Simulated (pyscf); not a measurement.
Four-centre exchange: HO–BH–OH + H₂O → HO–BH–OH + H₂O

Gas phase, singlet surface, charge 0. Bonds broken: B2–H8, H5–O7. Bonds formed: B2–H5, O7–H8. Single points on ωB97X-D3(BJ)/def2-SVP structures (PySCF, gas phase). Correlated levels are frozen-core, on RHF or UHF. ΔMP2 is the change of the MP2 total energy from the triple- to the quadruple-zeta basis.

Transition state (Å):

```xyz
9

O     -1.3344    -1.3497     0.2226
B     -1.2178    -0.0684    -0.2332
O     -2.3676     0.5944    -0.5757
H     -2.2585    -1.6378     0.2447
H      0.1754     0.6365     0.1888
H     -2.2049     1.4900    -0.8878
O      1.3378     0.7971    -0.3230
H      0.2614     0.2810    -0.7861
H      1.8561     0.0401    -0.0009
```

One imaginary mode, 2859i cm⁻¹; descent along it reached the two sides named, in the forms told below.

```csv
bond,change,reactant side (Å),saddle,product side
B2–H8,breaks,1.207,1.617,2.7
H5–O7,breaks,0.968,1.280,3.0
B2–H5,forms,2.7,1.617,1.204
O7–H8,forms,3.0,1.280,0.968
```

Electronic energies relative to the separated reactants (eV):

```
level                             barrier  reaction energy  reverse barrier
--------------------------------  -------  ---------------  ---------------
ωB97X-D3(BJ)/def2-TZVP               3.55             0.00             3.55
PBE/def2-TZVP                        2.97             0.00             2.97
r²SCAN/def2-TZVP                     3.27             0.00             3.27
B3LYP-D3(BJ)/def2-TZVP               3.43             0.00             3.43
PBE0-D3(BJ)/def2-TZVP                3.32             0.00             3.32
M06-2X/def2-TZVP                     3.62             0.00             3.62
ωB97M-D3(BJ)/def2-TZVP               3.50             0.00             3.50
HF/def2-TZVP                         4.78             0.00             4.78
MP2/def2-QZVPP                       3.59             0.00             3.59
CCSD/def2-TZVPP                      3.87             0.00             3.87
CCSD(T)/def2-TZVPP                   3.67             0.00             3.67
CCSD(T)/def2-TZVPP + ΔMP2(QZVPP)     3.68             0.00             3.68
```

With CCSD(T)/def2-TZVPP + ΔMP2(QZVPP) energies and thermal terms (ideal gas, 1 atm, RRHO with modes under 100 cm⁻¹ raised to 100, one conformer, R ln 2 for chiral ones without a mode under 150 cm⁻¹), in eV:

```tsv
T (K)	ΔH‡	ΔG‡	ΔH	ΔG
298	3.51	3.93	0.00	0.00
600	3.54	4.35	0.00	0.00
900	3.58	4.74	0.00	0.00
1200	3.63	5.12	0.00	0.00
```

On the reactant side the descent ends in a complex (not fully relaxed), 0.18 eV under the separated species and 3.73 eV under the saddle at ωB97X-D3(BJ)/def2-TZVP. On the product side the descent ends in a complex (not fully relaxed), 0.18 eV under the separated species and 3.74 eV under the saddle at ωB97X-D3(BJ)/def2-TZVP. The reactants may also form a dative adduct at HO–BH–OH; it and routes through it were not searched. The products may also form a dative adduct at HO–BH–OH; it and routes through it were not searched. The same reactants have a lower exit, to HO–B(OH)–OH + H₂ (barrier +1.26 eV at ωB97M-D3(BJ)/def2-TZVP, against +3.50 eV here). Another saddle between the same species, by other bonds, lies lower (0.91 eV against 3.50 eV at ωB97M-D3(BJ)/def2-TZVP). The CCSD(T) − MP2 part came from Ansatz, without density fitting, on the same reference.
